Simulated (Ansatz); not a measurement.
# SiH2Cl radical (SMILES [SiH2]Cl): a rigid scan of the bond length Si1–H4

One table from this session's results is given with a row withheld; the runs are named, their logs left out.

Program: Ansatz 0.2.0, Gaussian basis. Level of theory: single points in def2-TZVPP. These are calculated values, not measurements.

Levels: PBE-D4, r2SCAN-D4, PBE0-D4, B3LYP-D4, wB97M-V, Hartree-Fock, MP2, CCSD, CCSD(T). The scan takes 1.279, 1.323, 1.387, 1.462, 1.545, 1.634, 1.729, 1.829, 1.934 Å.

Cores are frozen in the correlated methods. Orbitals are unrestricted. B3LYP uses VWN-RPA correlation.

18 further runs of the same task are left out: 18 set aside as unsound or not needed.

**The system as given**

SMILES `[SiH2]Cl`, 4 atoms, charge 0, spin multiplicity 2.

Atoms are counted from 1 here; the program's logs count them from 0.

Bond lengths: Si1–Cl2 2.022 Å, Si1–H3 1.451 Å, Si1–H4 1.451 Å. Angles: Cl2–Si1–H3 110.3°, Cl2–Si1–H4 110.2°, H3–Si1–H4 114.9°.

Geometry (Å):

```xyz
4

Si   -0.28358    0.23770    0.13159
Cl    1.59769   -0.05961    0.81109
H    -1.06500   -0.97828    0.26331
H    -0.24911    0.80020   -1.20598
```

Set-up of the first run:

File relax/in.yaml:

```yaml
crystal:
  periodic: [false, false, false]
  atoms:
    - {symbol: Si, position_ang: [-0.283580, 0.237700, 0.131590]}
    - {symbol: Cl, position_ang: [1.597690, -0.059610, 0.811090]}
    - {symbol: H, position_ang: [-1.065000, -0.978280, 0.263310]}
    - {symbol: H, position_ang: [-0.249110, 0.800200, -1.205980]}
basis:
  gaussian: {orbitals: def2-TZVP}
magnetization: {spin_polarized: true, initial_magnetization: 1}
hamiltonian: {xc: pbe0, dispersion: d4}
relax: {f_tol: 0.005, max_steps: 200}
```

The command line of these runs was not kept.

Steps of the session up to this table: Finding the minimum; The minimum at every level; Si1–H4 = 1.279 Å; Si1–H4 = 1.323 Å; Si1–H4 = 1.387 Å; Si1–H4 = 1.462 Å; Si1–H4 = 1.545 Å; Si1–H4 = 1.634 Å; Si1–H4 = 1.729 Å; Si1–H4 = 1.829 Å; Si1–H4 = 1.934 Å.

One of the session's tables, all rows but one given; the rest of the session is left out.

Energies less that of the minimum at the same level (eV):

```
bond length (Å)  PBE-D4  PBE0-D4  B3LYP-D4  wB97M-V  Hartree-Fock
          1.279   0.554    0.522     0.501    0.487         0.482
          1.323   0.328    0.302     0.287    0.275         0.267
          1.387   0.119    0.101     0.094    0.086         0.078
          1.462   0.010    0.006     0.004    0.002        -0.001
1.487 (minimum)   0.000    0.000     0.000    0.000         0.000
          1.545   0.016    0.027     0.029    0.035         0.044
          1.634       ?        ?         ?        ?             ?
          1.729   0.308    0.362     0.361    0.390         0.446
          1.829   0.550    0.630     0.619    0.669         0.759
          1.934   0.833    0.942     0.918    0.989         1.117
```

**Question.** Estimate the row for bond length (Å) = 1.634.

Worked estimate for «PBE-D4». A straight line through the neighbours (1.545, 0.016) and (1.729, 0.308) gives 0.016 + (0.308 − 0.016) × (1.634 − 1.545) / (1.729 − 1.545) = 0.157; a parabola fitted to 4 rows on both sides gives 0.124.

The run gave: PBE-D4: 0.122; PBE0-D4: 0.152; B3LYP-D4: 0.156; wB97M-V: 0.171; Hartree-Fock: 0.199. In «PBE-D4» the line misses by +0.035 and the parabola by +0.002.

Limits of these values: A polynomial through the near points puts the CCSD(T) minimum 0.007 Å below the PBE0-D4 value.
